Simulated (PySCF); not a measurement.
```xyz
6

C     -0.6924    -0.0904     0.0473
C      0.5948     0.1075    -0.1117
F      1.4857    -0.2022     0.8418
H     -1.3720     0.1744    -0.7480
H     -1.0884    -0.5137     0.9591
H      1.0723     0.5244    -0.9885
```

Charge 0, multiplicity 1.

Question: Give the Mulliken and meta-Löwdin atomic charges from PySCF 2.14.0 with CAM-B3LYP-D3(BJ)/def2-TZVP.

Answer: 
| atom | Mulliken (e) | meta-Löwdin (e) |
|---|---|---|
| C1 | -0.30 | -0.31 |
| C2 | 0.11 | 0.19 |
| F3 | -0.20 | -0.27 |
| H4 | 0.13 | 0.14 |
| H5 | 0.14 | 0.14 |
| H6 | 0.12 | 0.12 |
